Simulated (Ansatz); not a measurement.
This Ansatz (a program for electronic structure) input (CCSD(T)/cc-pV(D+d)Z) gives -342.64403 Eh with 38 basis functions. A basis named .json is the Basis Set Exchange file of that set (core-valence sets with the plain set on hydrogen).

Ansatz 0.2 input:
```yaml
crystal:
  periodic: [false, false, false]
  atoms:
    - {symbol: P, position_ang: [0.00293147, 0.00160888, 0.12817703]}
    - {symbol: H, position_ang: [-0.00384980, 1.18388197, -0.65609339]}
    - {symbol: H, position_ang: [1.01199153, -0.61366513, -0.65676338]}
    - {symbol: H, position_ang: [-1.05211382, -0.59435001, -0.60979871]}
basis:
  gaussian:
    orbitals: cc-pV_D+d_Z.json
magnetization: {spin_polarized: false}
correlation: {method: ccsd_t, electrons: outside_noble_gas}
```

Change:
```diff
- orbitals: cc-pV_D+d_Z.json
+ orbitals: cc-pV_T+d_Z.json
```

Problem. What does the run give now?

Solution. -342.69519 Eh (CCSD(T)/cc-pV(T+d)Z, 81 functions), a change of -51.16 mEh.
